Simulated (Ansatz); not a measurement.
C$_{4}$H$_{9}$Cl, SMILES `CC(C)(C)Cl`. Total charge 0; spin multiplicity 1.

```
atom   x (Å)   y (Å)   z (Å)
  C1   0.000  -0.567   1.336
  C2   0.327  -0.049  -0.050
  C3  -0.415  -0.822  -1.122
  C4   0.074   1.441  -0.162
 Cl5   2.107  -0.318  -0.323
  H6   0.225  -1.632   1.419
  H7   0.570  -0.033   2.097
  H8  -1.066  -0.422   1.537
  H9  -0.194  -1.888  -1.059
 H10  -0.142  -0.470  -2.118
 H11  -1.493  -0.684  -0.990
 H12  -0.990   1.642  -0.003
 H13   0.351   1.811  -1.150
 H14   0.645   1.991   0.588
```

Q: What are the harmonic wavenumbers in cm⁻¹ at PBE0-D4/def2-TZVP (Ansatz, finite differences of forces, unscaled)? (Estimate.)

A: The calculation gave: 231, 284, 284, 298, 298, 368, 403, 403, 589, 836, 940, 940, 967, 1051, 1051, 1181, 1268, 1268, 1395, 1396, 1421, 1458, 1474, 1474, 1487, 1487, 1507, 3047, 3047, 3055, 3124, 3124, 3131, 3145, 3149, 3149.

Q: Is this a minimum?

A: Yes, all 36 modes are real.

Q: Give the ideal-gas thermochemistry at 298.15 K and 1 bar (rigid rotor, harmonic oscillator; point group C3v, symmetry number 3).

A: Zero-point energy 321.4 kJ/mol; H(298) − E = 341.1 kJ/mol; entropy 317.6 J/(mol·K), of which translation 165.3, rotation 101.5, vibration 50.7; G(298) − E = 246.4 kJ/mol.

Q: And at 400, 500, 600, 800 and 1000 K?

A: 
```tsv
T (K)	H − E (kJ/mol)	S (J/mol/K)	G − E (kJ/mol)
400	353.5	353.3	212.2
500	368.3	386.2	175.2
600	385.4	417.2	135.0
800	425.0	473.9	45.8
1000	470.3	524.4	-54.1
```

Q: Rotational constants (cm⁻¹)?

A: 0.1527, 0.1008, 0.1008.
